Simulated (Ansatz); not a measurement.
# Worked example: a bond strength in Si2NH7 (SMILES [SiH3]N[SiH3])

Si2NH7 has 10 atoms, charge 0, and is taken as a singlet. As SMILES, `[SiH3]N[SiH3]`. Geometry: optimised at r2SCAN/def2-SVP.

```xyz
10

Si   -1.0553    0.7696   -0.8904
N     0.1164    0.4982    0.3709
Si    1.0092   -0.9455    0.7657
H    -1.3936   -0.5586   -1.4764
H    -0.5453    1.6617   -1.9803
H    -2.2930    1.4103   -0.3465
H     0.3626    1.3229    0.9180
H     0.4188   -2.0634   -0.0241
H     0.9135   -1.2552    2.2263
H     2.4667   -0.8400    0.4370
```

Wanted: the dissociation energy of the H7–N2 bond into doublet H and doublet Si2NH6 (shapes relaxed at r2SCAN/def2-SVP, no zero-point term). 1 Eh = 2625.50 kJ/mol = 27.2114 eV. Totals in Eh; open shells run unrestricted unless said.

```tsv
level	program	Si2NH7	doublet H	doublet Si2NH6
HF/def2-TZVP	Ansatz	-636.479716	-0.499810	-635.841499
SVWN5/def2-TZVP	Ansatz	-635.194240	-0.478344	-634.519327
B3LYP/def2-TZVP	Ansatz	-638.073733	-0.502154	-637.394114
```

Work out the dissociation energy at each level.


1. HF/def2-TZVP: (-0.499810) + (-635.841499) − (-636.479716) = 0.138407 Eh = 363.4 kJ/mol = 3.77 eV.
2. SVWN5/def2-TZVP: (-0.478344) + (-634.519327) − (-635.194240) = 0.196569 Eh = 516.1 kJ/mol = 5.35 eV.
3. B3LYP/def2-TZVP: (-0.502154) + (-637.394114) − (-638.073733) = 0.177465 Eh = 465.9 kJ/mol = 4.83 eV.

The levels span 363 to 516 kJ/mol; no measured value is set beside them. Hartree–Fock lacks the correlation of the bonding electrons, so it comes out low. A bond enthalpy at 298 K also holds the loss of zero-point energy and thermal terms.
